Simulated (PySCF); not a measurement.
Rows and methods have been separated. Pair them.

Species: beryllium dihydride, BeH₂.
SMILES: `[BeH2]`

The closed-shell ground state was solved 7 times with PySCF (density fitting, gas phase), always in the def2-SVPD basis (28 functions), with these functionals: B3LYP, BHandHLYP, CAM-B3LYP, HF, LC-wPBE, LDA and PBE0. Geometry: PBE0-D3(BJ)/def2-SVP; no solvent, vibrations or thermal averaging.

```
row  total energy (Eh)  HOMO (eV)  LUMO (eV)
  P           -15.8894     -10.14      -0.23
  Q           -15.9065      -8.65      -1.14
  R           -15.8775     -10.32      -0.11
  S           -15.6413      -7.47      -1.88
  T           -15.7546     -12.20       1.12
  U           -15.8574      -8.83      -0.90
  V           -15.8743     -11.77       0.80
```

Task: Which functional belongs to which row?

Result: P = BHandHLYP, Q = B3LYP, R = CAM-B3LYP, S = LDA, T = HF, U = PBE0, V = LC-wPBE. By rising HOMO–LUMO gap: LDA (LDA) 5.59 eV; B3LYP (global hybrid, 20 % exact exchange) 7.51 eV; PBE0 (global hybrid, 25 % exact exchange) 7.93 eV; BHandHLYP (global hybrid, 50 % exact exchange) 9.91 eV; CAM-B3LYP (range-separated hybrid) 10.21 eV; LC-wPBE (range-separated hybrid) 12.57 eV; HF (all exact exchange) 13.32 eV. Total energies of different functionals aren't bounds to one another; each is stationary for its own functional.
